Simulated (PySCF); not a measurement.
Compound: C3H5N3.
Atom-mapped SMILES: `[CH3:1][n:2]1[n:3][cH:4][cH:5][n:6]1` (hydrogens: H7, H8, H9 on C1; H10 on C4; H11 on C5)

The same species was optimised twice, with GFN2-xTB and with PBE0-D3(BJ)/def2-SVP (PySCF), and the same property calculations (PySCF, gas phase) were run on both structures.

```tsv
coordinate	GFN2-xTB	PBE0-D3(BJ)/def2-SVP	change
C1–N2 (Å)	1.431	1.440	+0.009
C4–C5 (Å)	1.396	1.404	+0.008
N2–N3 (Å)	1.310	1.315	+0.005
C5–N6 (Å)	1.325	1.330	+0.005
N3–C4 (Å)	1.326	1.330	+0.004
N2–N6 (Å)	1.310	1.314	+0.004
N3–N2–N6 (°)	114.9	116.0	+1.1
C1–N2–N6 (°)	122.7	121.8	-0.9
N2–N6–C5 (°)	104.7	103.9	-0.8
N2–N3–C4 (°)	104.7	103.9	-0.8
C4–C5–N6 (°)	107.9	108.1	+0.2
C1–N2–N3 (°)	122.3	122.1	-0.2
N3–C4–C5 (°)	107.8	108.1	+0.3
```

Rotational constants: A = 9542, B = 3945, C = 2841 MHz (GFN2-xTB) against A = 9378, B = 3938, C = 2824 MHz (PBE0-D3(BJ)/def2-SVP).

On the GFN2-xTB structure: HOMO (eV) -7.62 [PBE0/pcSseg-1]; LUMO (eV) 0.02 [PBE0/pcSseg-1]; dipole (D) 0.56 [PBE0/pcSseg-1]; GIAO shielding of C1 (ppm) 145.3 [PBE0/pcSseg-1]; GIAO shielding of N2 (ppm) -2.7 [PBE0/pcSseg-1]; GIAO shielding of N3/N6 (mean) (ppm) -97.2 [PBE0/pcSseg-1]; GIAO shielding of C4/C5 (mean) (ppm) 48.5 [PBE0/pcSseg-1].

Question: What do these properties become on the PBE0-D3(BJ)/def2-SVP structure?

Answer: 
```json
{"property": "HOMO (eV)", "level": "PBE0/pcSseg-1", "on GFN2-xTB": "-7.62", "on PBE0-D3(BJ)/def2-SVP": "-7.59", "change": "+0.03"}
{"property": "LUMO (eV)", "level": "PBE0/pcSseg-1", "on GFN2-xTB": "0.02", "on PBE0-D3(BJ)/def2-SVP": "-0.04", "change": "-0.06"}
{"property": "dipole (D)", "level": "PBE0/pcSseg-1", "on GFN2-xTB": "0.56", "on PBE0-D3(BJ)/def2-SVP": "0.54", "change": "-0.02"}
{"property": "energy, GFN2-xTB geometry as zero (kcal/mol)", "level": "PBE0/pcSseg-1", "on GFN2-xTB": "0.0", "on PBE0-D3(BJ)/def2-SVP": "-0.4", "change": "-0.4"}
{"property": "GIAO shielding of C1 (ppm)", "level": "PBE0/pcSseg-1", "on GFN2-xTB": "145.3", "on PBE0-D3(BJ)/def2-SVP": "143.0", "change": "-2.3"}
{"property": "GIAO shielding of N2 (ppm)", "level": "PBE0/pcSseg-1", "on GFN2-xTB": "-2.7", "on PBE0-D3(BJ)/def2-SVP": "-5.5", "change": "-2.8"}
{"property": "GIAO shielding of N3/N6 (mean) (ppm)", "level": "PBE0/pcSseg-1", "on GFN2-xTB": "-97.2", "on PBE0-D3(BJ)/def2-SVP": "-98.5", "change": "-1.3"}
{"property": "GIAO shielding of C4/C5 (mean) (ppm)", "level": "PBE0/pcSseg-1", "on GFN2-xTB": "48.5", "on PBE0-D3(BJ)/def2-SVP": "46.6", "change": "-1.9"}
```

The heavy atoms differ by 0.010 Å rms after alignment. Among bonds between heavy atoms C1–N2 and C4–C5 change most and about equally (+0.008 to +0.009 Å). Changes are differences of the printed values. Neither structure is proved a minimum here.
